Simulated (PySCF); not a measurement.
Ionisation energy along the 12-electron series

Calculated with PySCF 2.14 and a two-component X2C-1e Hamiltonian (Gaussian nucleus, no Breit or QED terms), each ion in its own even-tempered basis scaled to its charge; GMP2 freezes 1s2 and drops the highest virtual spinors. Values in eV. NIST values: (m) measured, (s) semi-empirical, (t) theoretical.

| ion | configuration | GHF (screened spin-orbit) | GMP2 (screened spin-orbit) | NIST |
| --- | --- | --- | --- | --- |
| Mg | [Ne] 3s2 | 6.618 | 7.366 | 7.646 (m) |
| Al⁺ | [Ne] 3s2 | 17.551 | 18.568 | 18.829 (m) |
| Si²⁺ | [Ne] 3s2 | 32.019 | 33.206 | 33.493 (m) |

Between Z = 12 and Z = 14 the GMP2 (screened spin-orbit) value grows as Z to the power 9.77.
